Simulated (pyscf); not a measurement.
A first-order saddle from PySCF, ωB97X-D3(BJ)/def2-SVP:

```xyz
11

Cl    -0.8771    -3.7004    -0.4312
Ti    -1.2683    -1.5752    -0.7459
Cl    -2.8473    -1.5313    -2.2050
Cl    -1.9617    -1.0012     1.2483
H      0.4276    -1.7058    -1.4011
O     -0.4578     0.1865    -1.0361
Si    -0.4258     1.6182    -0.1275
H      0.3148    -0.6822    -1.3127
H      0.3115     2.6250    -0.9359
H      0.2856     1.3714     1.1532
H     -1.8258     2.0496     0.1011
```
Charge 0, spin multiplicity 1.

Surface: singlet, charge 0. Lowest wavenumbers (cm⁻¹): 1331i, 30, 100, 103, 128.

Task: What reaction is this the transition state of?

Result: Cl–TiH(Cl)–Cl (SMILES [Cl][TiH]([Cl])[Cl]) + HO–SiH₃ (SMILES O[SiH3]) <-> H₃Si–O–Ti(Cl)(Cl)–Cl (SMILES [SiH3][O][Ti]([Cl])([Cl])[Cl]) + H₂ (SMILES [H][H]), a four-centre exchange read from left to right: H–Ti, H–O broken and O–Ti, H–H formed. At ωB97M-D3(BJ)/def2-TZVP it lies +2.5 kcal/mol from the left side and +41.4 kcal/mol from the right (each side as separated species at their lowest minima found). On the reactant side the descent ends in an adduct with a O–Ti contact, 16.4 kcal/mol under the separated species and 14.2 kcal/mol under the saddle at ωB97X-D3(BJ)/def2-TZVP. What is counted as formed (O–Ti) is already present as a longer contact in the reactant adduct; forming that adduct is a step of its own. At the saddle there is also a short H–Ti contact that neither side keeps. At ωB97X-D3(BJ)/def2-TZVP the barrier from the zero used here is -2.2 kcal/mol. One saddle was located; it need not be the lowest between these sides.
